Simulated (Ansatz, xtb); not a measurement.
## H3O2Si+: which of two isomers lies lower

Structure I: `O[SiH+]O`, a singlet. Structure II: `O[Si][OH2+]`, a singlet. Both are isolated ions in the gas phase, relaxed with B3LYP-D3(BJ)/def2-SVP; the shapes shown needn't be the lowest conformers.

I (Å):

```tsv
atom	x (Å)	y (Å)	z (Å)
O	-0.5223	1.0505	0.0240
O	-0.1655	-1.7622	-0.1195
Si	0.3199	-0.2817	0.1498
H	-0.9944	-2.1846	-0.3952
H	1.7069	-0.1269	0.5628
H	-1.4336	1.2787	-0.2185
```

II (Å):

```xyz
6

O    -2.2686   -1.5400   -0.7754
O    -0.6294   -2.7044    0.6363
Si   -1.6987   -1.0918    0.6823
H    -2.9148   -1.0923   -1.3444
H    -0.0047   -3.0243    1.3148
H    -0.6708   -3.3170   -0.1273
```

Problem. Estimate E(II) − E(I) at the level CCSD(T)/def2-TZVPP.

Solution. Calculated at CCSD(T)/def2-TZVPP: E(II) − E(I) = +10.8 kcal/mol, so structure I lies lower.

How the difference moves with the method:

| level | geometry | E(II) − E(I) (kcal/mol) | departure from the last row (kcal/mol) | job, with rough time for the two |
| --- | --- | --- | --- | --- |
| GFN2-xTB | GFN2-xTB | +38.1 | +27.3 | optimisation, 0.51 s |
| HF/STO-3G | GFN2-xTB | −41.7 | −52.5 | single point, 0.56 s |
| r2SCAN-D4/def2-SVP | GFN2-xTB | +8.0 | −2.8 | single point, 5 s |
| B3LYP-D3(BJ)/def2-SVP | B3LYP-D3(BJ)/def2-SVP | +4.6 | −6.2 | optimisation, 36 s |
| HF/def2-TZVPP | B3LYP-D3(BJ)/def2-SVP | +15.5 | +4.7 | part of the CCSD(T) run |
| MP2/def2-TZVPP | B3LYP-D3(BJ)/def2-SVP | +14.0 | +3.2 | part of the CCSD(T) run |
| CCSD(T)/def2-TZVPP | B3LYP-D3(BJ)/def2-SVP | +10.8 |  | single point, 87 s |

As drawn, II has 1 O–H in place of 1 Si–H.

HF/STO-3G puts the two in the other order. The largest departure from CCSD(T)/def2-TZVPP is that of HF/STO-3G, 52.5 kcal/mol.

With harmonic frequencies from B3LYP-D3(BJ)/def2-SVP (ideal gas, rigid rotor, one conformer each, 298.15 K, 1 atm): the zero-point term adds +1.3 kcal/mol; ΔH is +12.4 and ΔG +11.4 kcal/mol.

The correlated steps freeze 7 core orbitals. Codes used: Ansatz 0.2.0, xtb 6.7.1; the last row on 1 thread of AMD EPYC (Zen 3) on a shared host.
